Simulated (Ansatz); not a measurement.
# AlClH4Si: up Jacob's ladder to CCSD(T)

The task here is to estimate one member of a computed series from the others.

Method: functionals in def2-TZVPP, the program's frozen cores in correlated methods; program: Ansatz 0.2.0, Gaussian basis.

The runs, in order: LDA (SPW92), PBE-D4, revPBE-D4, BLYP-D4, r2SCAN-D4, B97M-V, PBE0-D4, B3LYP-D4, r2SCANh-D4, r2SCAN0-D4, HSE06-D4, BHLYP-D4, CAM-B3LYP-D4, LC-ωPBE, ωB97X-V, ωB97M-V, B2PLYP, PBE-QIDH; CCSD(T)/def2-SVP; CCSD(T)/def2-TZVPP; MP2/def2-QZVPP; extrapolation to the limit; RPA on PBE.

## Structure used throughout

An earlier PBE0-D4 in a triple-zeta def2 set relaxation fixed the geometry.

SMILES `[AlH2][SiH2]Cl`, 7 atoms, charge 0, spin multiplicity 1.

Atoms are counted from 1 here; the program's logs count them from 0.

Bond lengths: Al1–Si2 2.457 Å, Al1–H4 1.586 Å, Al1–H5 1.586 Å, Si2–Cl3 2.088 Å, Si2–H6 1.488 Å, Si2–H7 1.488 Å. Angles: Si2–Al1–H4 119.7°, Si2–Al1–H5 119.6°, H4–Al1–H5 120.5°, Al1–Si2–Cl3 101.6°, Al1–Si2–H6 116.7°, Al1–Si2–H7 116.7°, Cl3–Si2–H6 106.6°, Cl3–Si2–H7 106.6°, H6–Si2–H7 107.5°.

Geometry (Å):

```xyz
7
charge 0, multiplicity 1
Al   -1.0407    0.4135   -0.8942
Si    0.9072   -0.1800    0.4803
Cl    0.0356   -1.3810    1.9497
H    -1.4784   -0.5359   -2.0871
H    -1.9115    1.6833   -0.5133
H     1.5885    0.9353    1.1912
H     1.9606   -1.0032   -0.1724
```

Set-up of the first run:

The input, in.yaml:

```yaml
crystal:
  periodic: [false, false, false]
  atoms:
    - {symbol: Al, position_ang: [-1.040688, 0.413466, -0.894199]}
    - {symbol: Si, position_ang: [0.907193, -0.179963, 0.480298]}
    - {symbol: Cl, position_ang: [0.035596, -1.380958, 1.949724]}
    - {symbol: H, position_ang: [-1.478356, -0.535915, -2.087054]}
    - {symbol: H, position_ang: [-1.911547, 1.683265, -0.513330]}
    - {symbol: H, position_ang: [1.588458, 0.935281, 1.191222]}
    - {symbol: H, position_ang: [1.960643, -1.003176, -0.172362]}
basis:
  gaussian: {orbitals: def2-TZVPP}
hamiltonian: {xc: lda}
output: {orbitals: {seedname: orbitals}}
```

On the command line:

```console
> ansatz run in.yaml --threads 2 --pin off --events-out ev --progress --plain --max-ram 4352MiB
```

Among the steps run: LDA; PBE-D4 (GGA); revPBE-D4 (GGA); BLYP-D4 (GGA); r2SCAN-D4 (meta-GGA); B97M-V (meta-GGA); B3LYP-D4 (hybrid); r2SCANh-D4 (hybrid); r2SCAN0-D4 (hybrid); HSE06-D4 (hybrid); BHLYP-D4 (hybrid); CAM-B3LYP-D4 (range-separated); LC-ωPBE (range-separated); ωB97X-V (range-separated); ωB97M-V (range-separated); B2PLYP (double hybrid); PBE-QIDH (double hybrid).

One table of the session follows, with a row left open; its other results are not shown here.

It belongs to the step «Orbital energies across the functionals». 

| functional | HOMO (eV) | LUMO (eV) | gap (eV) |
| --- | --- | --- | --- |
| LDA (SPW92) | -6.53 | -3.34 | 3.19 |
| PBE-D4 | -6.46 | -3.10 | 3.36 |
| revPBE-D4 | -6.42 | -2.99 | 3.44 |
| BLYP-D4 | -6.32 | -2.95 | 3.37 |
| r2SCAN-D4 | -6.71 | -2.85 | 3.87 |
| B97M-V | -6.80 | -3.07 | 3.74 |
| PBE0-D4 | ? | ? | ? |
| B3LYP-D4 | -7.37 | -2.51 | 4.86 |
| r2SCANh-D4 | -7.12 | -2.58 | 4.53 |
| r2SCAN0-D4 | -7.72 | -2.19 | 5.53 |
| HSE06-D4 | -7.17 | -2.70 | 4.47 |
| BHLYP-D4 | -8.58 | -1.52 | 7.06 |
| CAM-B3LYP-D4 | -8.83 | -1.36 | 7.46 |
| LC-ωPBE | -10.13 | -0.28 | 9.85 |
| ωB97X-V | -9.81 | -0.39 | 9.41 |
| ωB97M-V | -9.55 | -0.67 | 8.89 |

Q: Estimate the row for PBE0-D4 from the others.

The run gave: HOMO (eV): -7.57; LUMO (eV): -2.33; gap (eV): 5.23. In the column «HOMO (eV)» it lies between r2SCAN0-D4 (-7.72) and B3LYP-D4 (-7.37).
